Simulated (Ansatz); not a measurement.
Elastic constant C44 (GPa) of solids drawn from the class of intermetallic compounds, at two levels: PBE (Ansatz, an electronic-structure program, PAW), and LDA (plane waves, PAW; Ansatz).

```csv
solid,PBE,LDA
L1₂ (Cu3Au-type) Pt₃Ti,137,163
L1₂ (Cu3Au-type) Ni₃Fe,129,161
CsCl-type RuAl,126,141
L1₂ (Cu3Au-type) Cu₃Au,64.2,84.4
fluorite AuAl₂,48.9,?
L1₀ (CuAu-type) FePt,110,142
antifluorite Mg₂Ge,41.8,47.4
CsCl-type CuZn,82.3,?
fluorite PtAl₂,44.6,48.7
L1₀ (CuAu-type) CuAu,58.9,76.3
```

### Question
Estimate the withheld LDA values from the other rows.

### Answer
One way: carry over the typical ratio. The ratios LDA / PBE of the other rows, in order: 1.092, 1.119, 1.134, 1.190, 1.248, 1.291, 1.295, 1.315; median 1.2190. Fluorite AuAl₂: 48.9 × 1.2190 = 59.6 GPa; the run gives 54.4 GPa. CsCl-type CuZn: 82.3 × 1.2190 = 100 GPa; the run gives 102 GPa. The ratios spread from 1.092 to 1.315, so such an estimate is rough.

Over all 10 rows LDA is the larger in 10.

Ansatz's runs of these crystals have no spin polarisation, but for L1₂ (Cu3Au-type) Ni3Fe, L1₀ (CuAu-type) FePt.

Density-functional runs with spin start from parallel moments for L1₂ (Cu3Au-type) Ni3Fe, parallel moments for L1₀ (CuAu-type) FePt.

Spin–orbit coupling is left out, also for the solids with elements from indium on (L1₂ (Cu3Au-type) Pt3Ti, L1₂ (Cu3Au-type) Cu3Au, fluorite AuAl2, L1₀ (CuAu-type) FePt, fluorite PtAl2, L1₀ (CuAu-type) CuAu); its size isn't shown.

Each level is taken at its own relaxed cell. Ansatz's density-functional and Hartree–Fock values are scalar-relativistic unless marked +SOC, with PAW data made under PBE.
